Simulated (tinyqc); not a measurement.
Harmonic frequencies on the RHF/sto-3g surface (energies and gradients from PySCF), for LiH, spin multiplicity 1, step by step. One step of it, computed by the program tinyqc.

Task: One row of the Hessian: 1Liz. Displace 1Liz by +/-0.005 bohr; H(k, :) = (g(+) - g(-)) / (2 delta).

optimised positions (bohr):
```
            x         y          z
1Li  0.000000  0.000000  -0.079188
2H   0.000000  0.000000   2.775827
```

gradient at +delta (hartree/bohr):
```
              x           y            z
1Li  0.00000000  0.00000000   0.00058389
2H   0.00000000  0.00000000  -0.00058389
```

gradient at -delta (hartree/bohr):
```
              x           y            z
1Li  0.00000000  0.00000000  -0.00057824
2H   0.00000000  0.00000000   0.00057824
```

Give: row of the Hessian.

Result:

row of the Hessian (hartree/bohr^2): 1Lix 0.00000, 1Liy 0.00000, 1Liz 0.11621, 2Hx 0.00000, 2Hy 0.00000, 2Hz -0.11621
